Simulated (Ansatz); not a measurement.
# H2OSi: ladder of basis sets

How does the energy of H2OSi converge with the basis? The task is a ladder of basis sets, for H2OSi.

Computed with the Python package of Ansatz 0.2.0. The levels of theory stand in the script.

### Step 1. The system

Bond lengths: O1–Si2 1.504 Å, Si2–H3 1.456 Å, Si2–H4 1.456 Å. Angles: O1–Si2–H3 124.8°, O1–Si2–H4 124.9°, H3–Si2–H4 110.3°.

No structure file is read: the coordinates are typed or built in the script.

### Step 2. Script

File run_basis.py:

```python
"""Basis-set convergence for H2OSi."""

from dataclasses import dataclass

import ansatz


@dataclass(frozen=True)
class RunConfig:
    level: str = "ccsd_t"


settings = RunConfig()


def main() -> None:
    geometry_ang = [
        ("O", (-0.28145, 0.41089, 1.46164)),
        ("Si", (-0.00754, 0.01094, 0.03795)),
        ("H", (0.43073, -1.312, -0.38447)),
        ("H", (-0.14173, 0.89018, -1.11512)),
    ]
    molecule = ansatz.Crystal.molecule()
    for symbol, xyz in geometry_ang:
        molecule = molecule.atom(symbol, xyz)

    calculation = molecule.calculation().correlation(settings.level)

    energies = {}
    for basis in ["cc-pVDZ", "cc-pVTZ"]:
        report = calculation.basis(gaussian=basis).run(threads=1, backend="cpu").report
        size = report["n_frozen"] + report["n_occupied"][0] + report["n_virtual"][0]
        energies[basis] = (report["reference_energy_ev"] / 27.211386246, report["free_energy_ev"] / 27.211386246)
        print(f"{basis:14s} {size:4d} orbitals  reference {energies[basis][0]:14.6f} Ha  total {energies[basis][1]:14.6f} Ha")

    # correlation energy at the basis limit from E(X) = E + A / X^3
    small, large = (energies[b][1] - energies[b][0] for b in ("cc-pVDZ", "cc-pVTZ"))
    limit = (3 ** 3 * large - 2 ** 3 * small) / (3 ** 3 - 2 ** 3)
    print(f"correlation energy: {small:.6f} and {large:.6f} Ha, extrapolated {limit:.6f} Ha")
    print(f"share caught by the larger set: {100 * large / limit:.1f} %")


if __name__ == "__main__":
    main()
```

### Step 3. Running it

Launch:

```
$ python run_basis.py
```

What it wrote:

```text
cc-pVDZ          42 orbitals  reference    -364.925252 Ha  total    -365.237945 Ha
cc-pVTZ          92 orbitals  reference    -364.981362 Ha  total    -365.367722 Ha
correlation energy: -0.312693 and -0.386359 Ha, extrapolated -0.417377 Ha
share caught by the larger set: 92.6 %
```

Run time: 3.5 s. Hardware: 1 thread of Arm Neoverse V1, shared host; peak memory 0.3 GiB.

### Step 4. The runs side by side

From the records of these 2 runs:

```
run    basis  energy (eV)  iterations in all  CPU time (s)
  1  cc-pVDZ   -9938.6308                 18          0.36
  2  cc-pVTZ   -9942.1622                 17           2.7
```

Correlation energies (total less mean field):

```
  basis  correlation (eV)  share of the last  miss against the last (eV)  CPU time (s)
cc-pVDZ            -8.509             80.9 %                      +2.005          0.36
cc-pVTZ           -10.513            100.0 %                      +0.000           2.7
```

### Step 5. What came out

```
                       quantity         value
extrapolated correlation energy  -0.417377 Ha
                  runs compared             2
   correlation energy, last run    -10.513 eV
```

In words: Against cc-pVDZ: cc-pVTZ -129.8 mHa. The last step alone is -129.78 mHa. What to keep in mind:
- The geometry is a force-field or estimated start, not a minimum of this method, and the last set is no limit. Much of the fall in a total is atomic energy, which cancels in bond and reaction energies.
- Inner cores stay frozen, so this is valence correlation.
- For Al to Cl the sets with a tight d function, cc-pV(X+d)Z, are usual.
- An extrapolation from small basis sets is rough.
